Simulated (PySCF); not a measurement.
# C₅H₅F: electronic excitations at several levels of theory

Aim: compute the electronic excitations of C₅H₅F (`C=CC#CCF`) at several levels, and see how far they spread and what each costs.

Programs: PySCF 2.14.0, with density-fitted response routines of our own. Each step states its level of theory. These are calculated values for one molecule in the gas phase, unless marked as measured. Atoms are numbered from 0 throughout.

## Step 1: Starting geometry

11 atoms, charge 0, multiplicity 1; geometry from: PBE0-D3(BJ)/def2-SVP.

Bonds of the start (Å): C0–C1 1.34, C1–C2 1.42, C2–C3 1.22, C3–C4 1.46, C4–F5 1.37, C0–H6 1.09, C0–H7 1.09, C1–H8 1.10, C4–H9 1.10, C4–H10 1.10.

## Step 2: TDDFT and polarisability: LDA/def2-SVPD

What the job is given:

```
{"job": {"kind": "uv", "xc": "LDA", "basis": "def2-SVPD", "ip": true}, "charge": 0, "multiplicity": 1}
C      2.521092     0.452604     0.165559
C      1.613100    -0.327044    -0.439301
C      0.205376    -0.212914    -0.278208
C     -1.001693    -0.141685    -0.155865
C     -2.445388    -0.039013    -0.002139
F     -3.108743    -1.033603    -0.672053
H      2.223595     1.253939     0.846827
H      3.588423     0.303238    -0.009551
H      1.949237    -1.121738    -1.116006
H     -2.713341    -0.097257     1.067826
H     -2.793827     0.937710    -0.382734
```

Level: TDDFT LDA/def2-SVPD, vertical, gas phase, core orbitals frozen in the response.

Run with:

```bash
OMP_NUM_THREADS=1 python probes_run.py task.json out
```

One launch serves the whole session: the jobs run in the order shown.

The program printed:

```text
coarse grid: 9616 points
cycle   1  E = -290.5318286205  dE =  5.347e-01  |g| = 5.195e-01  |ddm| = 1.181e+01
cycle   2  E = -290.4480379274  dE =  8.379e-02  |g| = 8.296e-01  |ddm| = 3.643e+00
cycle   3  E = -290.5811118606  dE = -1.331e-01  |g| = 2.547e-01  |ddm| = 1.352e+00
cycle   4  E = -290.5948227916  dE = -1.371e-02  |g| = 1.098e-01  |ddm| = 5.708e-01
cycle   5  E = -290.5976826824  dE = -2.860e-03  |g| = 3.473e-02  |ddm| = 1.805e-01
cycle   6  E = -290.5979531354  dE = -2.705e-04  |g| = 5.962e-03  |ddm| = 6.059e-02
cycle   7  E = -290.5979580643  dE = -4.929e-06  |g| = 4.211e-03  |ddm| = 3.294e-02
cycle   8  E = -290.5979629405  dE = -4.876e-06  |g| = 9.047e-04  |ddm| = 6.411e-03
final grid: 94504 points
cycle   9  E = -290.6568979147  dE = -3.045e-05  |g| = 5.002e-03  |ddm| = 1.454e-01
cycle  10  E = -290.6568787394  dE =  1.918e-05  |g| = 1.047e-02  |ddm| = 1.604e-02
cycle  11  E = -290.6569022709  dE = -2.353e-05  |g| = 1.777e-03  |ddm| = 1.297e-02
cycle  12  E = -290.6569031436  dE = -8.727e-07  |g| = 4.811e-04  |ddm| = 3.298e-03
cycle  13  E = -290.6569031834  dE = -3.983e-08  |g| = 2.117e-04  |ddm| = 7.213e-04
cycle  14  E = -290.6569031905  dE = -7.080e-09  |g| = 1.177e-04  |ddm| = 3.763e-04
cycle  15  E = -290.6569031940  dE = -3.512e-09  |g| = 2.907e-05  |ddm| = 1.786e-04
cycle  16  E = -290.6569031942  dE = -2.309e-10  |g| = 7.161e-06  |ddm| = 6.903e-05
converged SCF energy = -290.6569031942

Static polarisability (au): isotropic 69.880, principal 43.060 53.404 113.176

Singlet excitations
state   eV       nm        f      main configurations
  1   5.0148    247.2   0.02320   H-1->L 0.50, H->L+1 0.40, H->L 0.09
  2   5.1389    241.3   0.00356   H->L+1 0.52, H-1->L 0.47
  3   5.1918    238.8   0.25201   H->L 0.71, H-1->L+1 0.08, H->L+1 0.08
  4   6.4340    192.7   0.00008   H->L+2 1.00
  5   6.5609    189.0   0.00694   H-2->L 0.56, H-4->L 0.29
  6   6.7796    182.9   0.00114   H-3->L 0.98
  7   6.8244    181.7   0.00519   H->L+3 0.98
  8   6.9476    178.5   0.43819   H-1->L+1 0.56, H->L+5 0.11, H-1->L+2 0.10
  9   7.1586    173.2   0.16783   H-4->L 0.44, H->L+5 0.19, H-2->L 0.12
 10   7.2188    171.8   0.05486   H-2->L+1 0.82

Triplet excitations (Tamm-Dancoff, eV): 3.5122 4.8053 4.9871 5.3959
Vertical ionisation energy (delta-SCF) = 9.2308 eV
Vertical electron affinity (delta-SCF) = -0.5765 eV
```

Wall time 55 s (1 thread of Arm Neoverse V1, shared host); peak memory 0.45 GiB.

Frontier orbitals and where they lie:

```
orbital     eV                      atoms
 HOMO−3  -8.94   F5 65 %, C4 14 %, C3 8 %
 HOMO−2  -8.35  F5 25 %, C1 21 %, C2 13 %
 HOMO−1  -7.23   C3 40 %, C2 37 %, C1 7 %
   HOMO  -6.25  C3 24 %, C0 24 %, C2 21 %
   LUMO  -2.23  C0 32 %, C1 24 %, C3 15 %
 LUMO+1  -1.23  C2 26 %, C3 24 %, C4 16 %
 LUMO+2   0.18  C3 23 %, C4 21 %, C2 16 %
```

With each of the 10 states as a Gaussian band of 0.4 eV half-width at 1/e, the curve within the window shown has maxima at 240 nm (ε 11,000), 177 nm (ε 25,000) L/(mol cm). Beyond the last state computed it falls off for lack of states. The curve at chosen wavelengths:

(nm, ε (L/mol/cm)): (165, 6608), (170, 16484), (174, 23472), (179, 24294), (183, 18735), (188, 9910), (193, 3910), (197, 1571), (202, 463), (206, 278), (211, 579), (216, 1587), (220, 3051), (225, 5617), (229, 7873), (234, 10160), (239, 11121), (243, 10764), (248, 9202), (252, 7471), (257, 5255), (262, 3380), (266, 2243), (271, 1263), (275, 763), (280, 387)

Ground-state properties from the same run:

```
           property  computed
  dipole moment (D)      1.88
polarisability (Å³)     10.36
 HOMO–LUMO gap (eV)      4.02
      −ε(HOMO) (eV)      6.25
```

## Step 3: Ultraviolet spectrum: PBE/def2-SVPD

The job, as its differences from that of step 2:

```diff
@@ -1,2 +1,2 @@
-{"job": {"kind": "uv", "xc": "LDA", "basis": "def2-SVPD", "ip": true}, "charge": 0, "multiplicity": 1}
+{"job": {"kind": "uv", "xc": "PBE", "basis": "def2-SVPD", "ip": true}, "charge": 0, "multiplicity": 1}
 C      2.521092     0.452604     0.165559
```

With the program's defaults for keys left out, this is: TDDFT PBE/def2-SVPD, vertical, gas phase, core orbitals frozen in the response.

The program printed:

```text
coarse grid: 9616 points
cycle   1  E = -292.6083153542  dE =  5.564e-01  |g| = 5.291e-01  |ddm| = 9.633e+00
cycle   2  E = -292.5213886930  dE =  8.693e-02  |g| = 8.534e-01  |ddm| = 3.445e+00
cycle   3  E = -292.6601284448  dE = -1.387e-01  |g| = 2.399e-01  |ddm| = 1.368e+00
cycle   4  E = -292.6717788493  dE = -1.165e-02  |g| = 1.093e-01  |ddm| = 5.608e-01
cycle   5  E = -292.6746464844  dE = -2.868e-03  |g| = 3.263e-02  |ddm| = 1.677e-01
cycle   6  E = -292.6748984822  dE = -2.520e-04  |g| = 5.624e-03  |ddm| = 5.778e-02
cycle   7  E = -292.6749026221  dE = -4.140e-06  |g| = 4.110e-03  |ddm| = 2.595e-02
cycle   8  E = -292.6749072798  dE = -4.658e-06  |g| = 8.906e-04  |ddm| = 6.452e-03
final grid: 94504 points
cycle   9  E = -292.7350327532  dE = -2.067e-05  |g| = 1.150e-02  |ddm| = 1.703e-01
cycle  10  E = -292.7349799326  dE =  5.282e-05  |g| = 1.984e-02  |ddm| = 4.099e-02
cycle  11  E = -292.7350612391  dE = -8.131e-05  |g| = 3.361e-03  |ddm| = 2.331e-02
cycle  12  E = -292.7350640370  dE = -2.798e-06  |g| = 1.049e-03  |ddm| = 5.954e-03
cycle  13  E = -292.7350643135  dE = -2.764e-07  |g| = 3.084e-04  |ddm| = 1.515e-03
cycle  14  E = -292.7350643312  dE = -1.775e-08  |g| = 1.758e-04  |ddm| = 6.803e-04
cycle  15  E = -292.7350643390  dE = -7.805e-09  |g| = 2.359e-05  |ddm| = 2.381e-04
cycle  16  E = -292.7350643391  dE = -1.154e-10  |g| = 1.044e-05  |ddm| = 6.436e-05
converged SCF energy = -292.7350643391

Static polarisability (au): isotropic 69.246, principal 42.468 52.962 112.306

Singlet excitations
state   eV       nm        f      main configurations
  1   5.0494    245.5   0.02303   H-1->L 0.63, H->L+1 0.27, H->L 0.09
  2   5.1468    240.9   0.01250   H->L+1 0.60, H-1->L 0.35
  3   5.2110    237.9   0.23605   H->L 0.68, H->L+1 0.12, H-1->L+1 0.09
  4   6.3185    196.2   0.00005   H->L+2 1.00
  5   6.6064    187.7   0.01055   H-2->L 0.51, H-4->L 0.29, H-1->L+1 0.09
  6   6.6745    185.8   0.00461   H->L+3 0.98
  7   6.8419    181.2   0.00222   H-3->L 0.99
  8   6.9107    179.4   0.44274   H-1->L+1 0.52, H-1->L+2 0.16, H->L 0.08
  9   7.1335    173.8   0.00655   H->L+4 0.98
 10   7.1585    173.2   0.14398   H-4->L 0.47, H->L+5 0.29, H-2->L 0.13

Triplet excitations (Tamm-Dancoff, eV): 3.3409 4.6977 5.0167 5.2081
Vertical ionisation energy (delta-SCF) = 9.0026 eV
Vertical electron affinity (delta-SCF) = -0.7445 eV
```

Wall time 77 s (1 thread of Arm Neoverse V1, shared host); peak memory 0.61 GiB.

Key values: HOMO -6.07 eV, LUMO -2.00 eV; lowest singlet 5.05 eV.

## Step 4: Excited states and response: B3LYP/def2-SVPD

The job, as its differences from that of step 3:

```diff
@@ -1,2 +1,2 @@
-{"job": {"kind": "uv", "xc": "PBE", "basis": "def2-SVPD", "ip": true}, "charge": 0, "multiplicity": 1}
+{"job": {"kind": "uv", "xc": "B3LYP", "basis": "def2-SVPD", "ip": true}, "charge": 0, "multiplicity": 1}
 C      2.521092     0.452604     0.165559
```

Level: TDDFT B3LYP/def2-SVPD, vertical, gas phase, core orbitals frozen in the response.

The program printed:

```text
coarse grid: 9616 points
cycle   1  E = -292.9834751893  dE =  6.491e-01  |g| = 4.970e-01  |ddm| = 1.018e+01
cycle   2  E = -292.9440813820  dE =  3.939e-02  |g| = 7.030e-01  |ddm| = 3.156e+00
cycle   3  E = -293.0314144651  dE = -8.733e-02  |g| = 1.249e-01  |ddm| = 8.346e-01
cycle   4  E = -293.0340845123  dE = -2.670e-03  |g| = 6.473e-02  |ddm| = 3.225e-01
cycle   5  E = -293.0350383106  dE = -9.538e-04  |g| = 2.139e-02  |ddm| = 1.019e-01
cycle   6  E = -293.0351506460  dE = -1.123e-04  |g| = 3.638e-03  |ddm| = 3.544e-02
cycle   7  E = -293.0351533313  dE = -2.685e-06  |g| = 1.781e-03  |ddm| = 1.592e-02
final grid: 94504 points
cycle   8  E = -293.0885298377  dE = -2.237e-05  |g| = 5.359e-03  |ddm| = 1.927e-01
cycle   9  E = -293.0885189923  dE =  1.085e-05  |g| = 8.749e-03  |ddm| = 2.039e-02
cycle  10  E = -293.0885364164  dE = -1.742e-05  |g| = 1.025e-03  |ddm| = 1.085e-02
cycle  11  E = -293.0885366889  dE = -2.725e-07  |g| = 2.120e-04  |ddm| = 1.643e-03
cycle  12  E = -293.0885366980  dE = -9.071e-09  |g| = 9.879e-05  |ddm| = 4.394e-04
cycle  13  E = -293.0885367001  dE = -2.148e-09  |g| = 1.299e-05  |ddm| = 1.517e-04
cycle  14  E = -293.0885367001  dE = -2.569e-11  |g| = 6.979e-06  |ddm| = 4.997e-05
converged SCF energy = -293.0885367001

Static polarisability (au): isotropic 67.317, principal 42.014 52.143 107.795

Singlet excitations
state   eV       nm        f      main configurations
  1   5.2936    234.2   0.05390   H->L+1 0.50, H-1->L 0.25, H->L 0.19
  2   5.4063    229.3   0.08678   H->L+1 0.45, H->L 0.25, H-1->L 0.22
  3   5.4120    229.1   0.13629   H-1->L 0.52, H->L 0.38
  4   6.5655    188.8   0.00008   H->L+2 0.91
  5   6.9802    177.6   0.00847   H->L+3 0.93
  6   7.1508    173.4   0.58998   H-1->L+1 0.68, H->L 0.11, H->L+5 0.08
  7   7.3750    168.1   0.00463   H->L+4 0.97
  8   7.5172    164.9   0.07198   H-2->L 0.71, H-1->L+2 0.12, H->L+5 0.10
  9   7.6556    162.0   0.01396   H-1->L+2 0.72, H->L+5 0.20
 10   7.8549    157.8   0.00968   H-2->L+1 0.61, H-5->L 0.13, H->L+6 0.12

Triplet excitations (Tamm-Dancoff, eV): 3.3759 4.9157 5.2542 5.3110
Vertical ionisation energy (delta-SCF) = 9.1328 eV
Vertical electron affinity (delta-SCF) = -0.7712 eV
```

Wall time 66 s (1 thread of Arm Neoverse V1, shared host); peak memory 0.77 GiB.

Key values: HOMO -6.91 eV, LUMO -1.29 eV; lowest singlet 5.29 eV.

## Step 5: Excited states and response: PBE0/def2-SVPD

The job, as its differences from that of step 4:

```diff
@@ -1,2 +1,2 @@
-{"job": {"kind": "uv", "xc": "B3LYP", "basis": "def2-SVPD", "ip": true}, "charge": 0, "multiplicity": 1}
+{"job": {"kind": "uv", "xc": "PBE0", "basis": "def2-SVPD", "ip": true}, "charge": 0, "multiplicity": 1}
 C      2.521092     0.452604     0.165559
```

Method: TDDFT PBE0/def2-SVPD, vertical, gas phase, core orbitals frozen in the response.

The program printed:

```text
coarse grid: 9616 points
cycle   1  E = -292.6594565461  dE =  6.762e-01  |g| = 4.680e-01  |ddm| = 7.739e+00
cycle   2  E = -292.6351412317  dE =  2.432e-02  |g| = 6.173e-01  |ddm| = 2.583e+00
cycle   3  E = -292.7022692546  dE = -6.713e-02  |g| = 1.065e-01  |ddm| = 7.191e-01
cycle   4  E = -292.7041104337  dE = -1.841e-03  |g| = 5.826e-02  |ddm| = 2.659e-01
cycle   5  E = -292.7048929240  dE = -7.825e-04  |g| = 1.749e-02  |ddm| = 9.621e-02
cycle   6  E = -292.7049675933  dE = -7.467e-05  |g| = 3.186e-03  |ddm| = 3.074e-02
cycle   7  E = -292.7049697645  dE = -2.171e-06  |g| = 1.382e-03  |ddm| = 1.013e-02
final grid: 94504 points
cycle   8  E = -292.7491066640  dE = -1.974e-05  |g| = 5.995e-03  |ddm| = 1.076e-01
cycle   9  E = -292.7491020288  dE =  4.635e-06  |g| = 7.814e-03  |ddm| = 2.169e-02
cycle  10  E = -292.7491153367  dE = -1.331e-05  |g| = 1.241e-03  |ddm| = 9.823e-03
cycle  11  E = -292.7491156922  dE = -3.556e-07  |g| = 2.170e-04  |ddm| = 1.789e-03
cycle  12  E = -292.7491157014  dE = -9.169e-09  |g| = 1.209e-04  |ddm| = 4.711e-04
cycle  13  E = -292.7491157045  dE = -3.104e-09  |g| = 3.561e-05  |ddm| = 1.840e-04
cycle  14  E = -292.7491157048  dE = -2.850e-10  |g| = 1.527e-05  |ddm| = 8.701e-05
converged SCF energy = -292.7491157048

Static polarisability (au): isotropic 66.472, principal 41.521 51.473 106.422

Singlet excitations
state   eV       nm        f      main configurations
  1   5.3806    230.4   0.04613   H->L+1 0.45, H-1->L 0.33, H->L 0.16
  2   5.5080    225.1   0.24023   H->L 0.67, H-1->L+1 0.10, H-1->L 0.09
  3   5.5412    223.7   0.00133   H-1->L 0.57, H->L+1 0.41
  4   6.8219    181.7   0.00012   H->L+2 0.90
  5   7.2830    170.2   0.04168   H->L+3 0.85
  6   7.3206    169.4   0.61678   H-1->L+1 0.61, H->L 0.12
  7   7.6716    161.6   0.00449   H->L+4 0.94
  8   7.7217    160.6   0.02512   H-2->L 0.69, H->L+5 0.12, H-1->L+2 0.11
  9   7.9084    156.8   0.01795   H-1->L+2 0.74, H->L+5 0.17
 10   7.9765    155.4   0.00442   H-5->L 0.51, H-4->L 0.35

Triplet excitations (Tamm-Dancoff, eV): 3.3179 4.9405 5.2068 5.3764
Vertical ionisation energy (delta-SCF) = 9.1237 eV
```

It took 49 s on 1 thread of Arm Neoverse V1, shared host; peak memory 0.77 GiB.

Key values: HOMO -7.12 eV, LUMO -1.08 eV; lowest singlet 5.38 eV.

## Step 6: Excited states and response: BHandHLYP/def2-SVPD

The job, as its differences from that of step 5:

```diff
@@ -1,2 +1,2 @@
-{"job": {"kind": "uv", "xc": "PBE0", "basis": "def2-SVPD", "ip": true}, "charge": 0, "multiplicity": 1}
+{"job": {"kind": "uv", "xc": "BHandHLYP", "basis": "def2-SVPD", "ip": true}, "charge": 0, "multiplicity": 1}
 C      2.521092     0.452604     0.165559
```

Method: TDDFT BHandHLYP/def2-SVPD, vertical, gas phase, core orbitals frozen in the response.

The program printed:

```text
coarse grid: 9616 points
cycle   1  E = -292.8294970127  dE =  8.168e-01  |g| = 4.917e-01  |ddm| = 7.749e+00
cycle   2  E = -292.8406321255  dE = -1.114e-02  |g| = 4.971e-01  |ddm| = 2.505e+00
cycle   3  E = -292.8823375270  dE = -4.171e-02  |g| = 6.864e-02  |ddm| = 5.383e-01
cycle   4  E = -292.8828872394  dE = -5.497e-04  |g| = 4.600e-02  |ddm| = 1.889e-01
cycle   5  E = -292.8833751821  dE = -4.879e-04  |g| = 1.267e-02  |ddm| = 1.077e-01
cycle   6  E = -292.8834136937  dE = -3.851e-05  |g| = 2.330e-03  |ddm| = 2.521e-02
cycle   7  E = -292.8834151894  dE = -1.496e-06  |g| = 4.829e-04  |ddm| = 6.662e-03
final grid: 94504 points
cycle   8  E = -292.9190833135  dE = -1.235e-05  |g| = 2.481e-03  |ddm| = 1.211e-01
cycle   9  E = -292.9190834844  dE = -1.709e-07  |g| = 2.519e-03  |ddm| = 9.483e-03
cycle  10  E = -292.9190846095  dE = -1.125e-06  |g| = 2.352e-04  |ddm| = 2.544e-03
cycle  11  E = -292.9190846201  dE = -1.059e-08  |g| = 8.085e-05  |ddm| = 5.170e-04
cycle  12  E = -292.9190846215  dE = -1.404e-09  |g| = 2.986e-05  |ddm| = 2.047e-04
cycle  13  E = -292.9190846217  dE = -2.168e-10  |g| = 8.771e-06  |ddm| = 5.501e-05
converged SCF energy = -292.9190846217

Static polarisability (au): isotropic 64.929, principal 41.125 50.858 102.805

Singlet excitations
state   eV       nm        f      main configurations
  1   5.4896    225.9   0.04469   H->L+1 0.40, H->L 0.16, H->L+2 0.14
  2   5.6085    221.1   0.22380   H->L 0.64, H->L+1 0.12
  3   5.7487    215.7   0.00284   H-1->L 0.80, H->L+1 0.10
  4   6.9143    179.3   0.00019   H->L+2 0.35, H->L+3 0.30, H->L+1 0.29
  5   7.3990    167.6   0.64496   H-1->L+1 0.36, H->L 0.17, H-2->L 0.17
  6   7.5087    165.1   0.02228   H->L+3 0.48, H->L+2 0.39
  7   7.8160    158.6   0.00495   H->L+4 0.89
  8   8.0295    154.4   0.01786   H-1->L+2 0.41, H-1->L+1 0.38
  9   8.4120    147.4   0.01606   H->L+5 0.37, H-3->L 0.21
 10   8.4827    146.2   0.02419   H-2->L 0.56, H->L+6 0.20, H->L+8 0.10

Triplet excitations (Tamm-Dancoff, eV): 3.3115 5.0914 5.2253 5.5885
Vertical ionisation energy (delta-SCF) = 9.0429 eV
```

Wall time 31 s (1 thread of Arm Neoverse V1, shared host); peak memory 0.77 GiB.

Key values: HOMO -8.02 eV, LUMO -0.02 eV; lowest singlet 5.49 eV.

## Step 7: Ultraviolet spectrum: CAM-B3LYP/def2-SVPD

The job, as its differences from that of step 6:

```diff
@@ -1,2 +1,2 @@
-{"job": {"kind": "uv", "xc": "BHandHLYP", "basis": "def2-SVPD", "ip": true}, "charge": 0, "multiplicity": 1}
+{"job": {"kind": "uv", "xc": "CAM-B3LYP", "basis": "def2-SVPD", "ip": true}, "charge": 0, "multiplicity": 1}
 C      2.521092     0.452604     0.165559
```

With the program's defaults for keys left out, this is: TDDFT CAM-B3LYP/def2-SVPD, vertical, gas phase, core orbitals frozen in the response.

The program printed:

```text
coarse grid: 9616 points
cycle   1  E = -292.8376528220  dE =  7.836e-01  |g| = 5.001e-01  |ddm| = 9.824e+00
cycle   2  E = -292.8335115943  dE =  4.141e-03  |g| = 5.840e-01  |ddm| = 2.967e+00
cycle   3  E = -292.8894450169  dE = -5.593e-02  |g| = 6.880e-02  |ddm| = 5.998e-01
cycle   4  E = -292.8901310036  dE = -6.860e-04  |g| = 3.794e-02  |ddm| = 1.986e-01
cycle   5  E = -292.8904322056  dE = -3.012e-04  |g| = 1.446e-02  |ddm| = 1.140e-01
cycle   6  E = -292.8904814824  dE = -4.928e-05  |g| = 2.921e-03  |ddm| = 3.696e-02
cycle   7  E = -292.8904838388  dE = -2.356e-06  |g| = 4.744e-04  |ddm| = 1.185e-02
final grid: 94504 points
cycle   8  E = -292.9451502681  dE = -2.177e-05  |g| = 3.528e-03  |ddm| = 1.519e-01
cycle   9  E = -292.9451498644  dE =  4.037e-07  |g| = 4.139e-03  |ddm| = 1.088e-02
cycle  10  E = -292.9451526816  dE = -2.817e-06  |g| = 3.336e-04  |ddm| = 3.739e-03
cycle  11  E = -292.9451527039  dE = -2.234e-08  |g| = 9.843e-05  |ddm| = 7.317e-04
cycle  12  E = -292.9451527062  dE = -2.296e-09  |g| = 2.375e-05  |ddm| = 3.025e-04
cycle  13  E = -292.9451527064  dE = -1.502e-10  |g| = 7.839e-06  |ddm| = 7.841e-05
converged SCF energy = -292.9451527064

Static polarisability (au): isotropic 65.769, principal 41.701 51.642 103.965

Singlet excitations
state   eV       nm        f      main configurations
  1   5.4698    226.7   0.05675   H->L+1 0.44, H->L 0.20, H-1->L 0.14
  2   5.5841    222.0   0.21046   H->L 0.61, H->L+1 0.17
  3   5.6946    217.7   0.00383   H-1->L 0.81, H->L+1 0.11
  4   6.8442    181.2   0.00005   H->L+2 0.56, H->L+1 0.19, H->L+3 0.18
  5   7.3530    168.6   0.64012   H-1->L+1 0.47, H->L 0.15, H-2->L 0.13
  6   7.4706    166.0   0.02285   H->L+3 0.63, H->L+2 0.20
  7   7.7782    159.4   0.00586   H->L+4 0.88
  8   7.8839    157.3   0.00779   H-1->L+2 0.55, H-1->L+1 0.24, H-2->L 0.10
  9   8.1435    152.2   0.00249   H-5->L 0.56, H-4->L 0.36
 10   8.2673    150.0   0.03002   H-2->L 0.58, H->L+6 0.18, H->L+8 0.10

Triplet excitations (Tamm-Dancoff, eV): 3.3980 5.0733 5.2852 5.5246
Vertical ionisation energy (delta-SCF) = 9.2272 eV
```

Run time: 36 s. Hardware: 1 thread of Arm Neoverse V1, shared host; peak memory 0.82 GiB.

This run: HOMO -8.37 eV, LUMO 0.03 eV; lowest singlet 5.47 eV.

## Step 8: Ultraviolet spectrum: wB97X-D/def2-SVPD

The job, as its differences from that of step 7:

```diff
@@ -1,2 +1,2 @@
-{"job": {"kind": "uv", "xc": "CAM-B3LYP", "basis": "def2-SVPD", "ip": true}, "charge": 0, "multiplicity": 1}
+{"job": {"kind": "uv", "xc": "wB97X-D", "basis": "def2-SVPD", "ip": true}, "charge": 0, "multiplicity": 1}
 C      2.521092     0.452604     0.165559
```

With the program's defaults for keys left out, this is: TDDFT wB97X-D/def2-SVPD, vertical, gas phase, core orbitals frozen in the response.

The program printed:

```text
coarse grid: 9616 points
cycle   1  E = -292.8779520108  dE =  8.104e-01  |g| = 5.057e-01  |ddm| = 7.757e+00
cycle   2  E = -292.8864177240  dE = -8.466e-03  |g| = 5.302e-01  |ddm| = 2.347e+00
cycle   3  E = -292.9321916797  dE = -4.577e-02  |g| = 6.194e-02  |ddm| = 5.532e-01
cycle   4  E = -292.9328321822  dE = -6.405e-04  |g| = 3.097e-02  |ddm| = 1.826e-01
cycle   5  E = -292.9330421787  dE = -2.100e-04  |g| = 1.204e-02  |ddm| = 1.061e-01
cycle   6  E = -292.9330776977  dE = -3.552e-05  |g| = 2.720e-03  |ddm| = 2.841e-02
cycle   7  E = -292.9330801575  dE = -2.460e-06  |g| = 5.085e-04  |ddm| = 1.009e-02
final grid: 94504 points
cycle   8  E = -292.9802773431  dE = -8.412e-05  |g| = 6.164e-03  |ddm| = 3.051e-01
cycle   9  E = -292.9802774970  dE = -1.539e-07  |g| = 6.923e-03  |ddm| = 2.395e-02
cycle  10  E = -292.9802846001  dE = -7.103e-06  |g| = 3.584e-04  |ddm| = 5.346e-03
cycle  11  E = -292.9802846458  dE = -4.578e-08  |g| = 2.796e-04  |ddm| = 2.869e-03
cycle  12  E = -292.9802846648  dE = -1.900e-08  |g| = 1.019e-04  |ddm| = 7.471e-04
cycle  13  E = -292.9802846677  dE = -2.890e-09  |g| = 2.842e-05  |ddm| = 2.397e-04
cycle  14  E = -292.9802846681  dE = -4.027e-10  |g| = 1.004e-05  |ddm| = 1.375e-04
converged SCF energy = -292.9802846681

Static polarisability (au): isotropic 65.978, principal 42.225 51.746 103.963

Singlet excitations
state   eV       nm        f      main configurations
  1   5.5167    224.7   0.09690   H->L+1 0.34, H->L 0.32, H-1->L 0.18
  2   5.6167    220.7   0.18183   H->L 0.50, H->L+1 0.23, H-1->L 0.09
  3   5.7167    216.9   0.00140   H-1->L 0.69, H->L+1 0.24
  4   7.0749    175.2   0.00002   H->L+2 0.74, H->L+1 0.10, H->L+3 0.08
  5   7.4218    167.1   0.64429   H-1->L+1 0.47, H-2->L 0.16, H->L 0.14
  6   7.8120    158.7   0.02714   H->L+3 0.66, H-2->L+1 0.14, H->L+2 0.09
  7   8.0598    153.8   0.02148   H-1->L+2 0.59, H-1->L+1 0.19, H-2->L 0.13
  8   8.0905    153.2   0.00438   H->L+4 0.54, H-5->L 0.20, H-4->L 0.11
  9   8.1837    151.5   0.00512   H-5->L 0.40, H->L+4 0.33, H-4->L 0.23
 10   8.3042    149.3   0.04064   H-2->L 0.52, H->L+6 0.19, H-1->L+2 0.15

Triplet excitations (Tamm-Dancoff, eV): 3.4880 5.1827 5.3819 5.5627
Vertical ionisation energy (delta-SCF) = 9.1731 eV
```

Wall time 35 s (1 thread of Arm Neoverse V1, shared host); peak memory 0.78 GiB.

In short: HOMO -8.89 eV, LUMO 0.69 eV; lowest singlet 5.52 eV.

(Part 1 of 2 ends here.)
